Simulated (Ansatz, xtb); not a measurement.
# C3H5Cl: which of two isomers lies lower

Structure I: `C/C=C\Cl`, a singlet. Structure II: `C/C=C/Cl`, a singlet. Both are isolated molecules in the gas phase, relaxed with PBE0-D3(BJ)/def2-SVP.

Question: Estimate which is lower in electronic energy at CCSD(T)/def2-TZVP, and by roughly how much.

Answer: CCSD(T)/def2-TZVP gives E(II) − E(I) = +0.017 eV, slightly favouring structure I, which is too small a margin to settle the true order.

How the difference moves with the method:

```
               level              geometry  E(II) − E(I) (eV)  departure from the last row (eV)  job, with rough time for the two
            GFN2-xTB              GFN2-xTB              −0.012                            −0.029              optimisation, 0.12 s
           HF/STO-3G              GFN2-xTB              −0.003                            −0.020              single point, 0.44 s
  r2SCAN-D4/def2-SVP              GFN2-xTB              +0.050                            +0.032               single point, 3.5 s
PBE0-D3(BJ)/def2-SVP  PBE0-D3(BJ)/def2-SVP              +0.050                            +0.033                optimisation, 20 s
        HF/def2-TZVP  PBE0-D3(BJ)/def2-SVP              −0.002                            −0.020           part of the CCSD(T) run
       MP2/def2-TZVP  PBE0-D3(BJ)/def2-SVP              +0.025                            +0.007           part of the CCSD(T) run
   CCSD(T)/def2-TZVP  PBE0-D3(BJ)/def2-SVP              +0.017                                                  single point, 72 s
```

As drawn, both hold the same kinds of bond in the same numbers.

The largest departure from CCSD(T)/def2-TZVP is that of PBE0-D3(BJ)/def2-SVP, 0.033 eV.

With harmonic frequencies from PBE0-D3(BJ)/def2-SVP (ideal gas, rigid rotor, one conformer each, 298.15 K, 1 atm): on the last row, ΔE + ΔZPE = +0.012, ΔH = +0.014, ΔG = +0.020 eV.

The correlated steps freeze 8 core orbitals. Programs: Ansatz 0.2.0, xtb 6.7.1; the last row on 2 threads of Arm Neoverse V1 on a shared host.
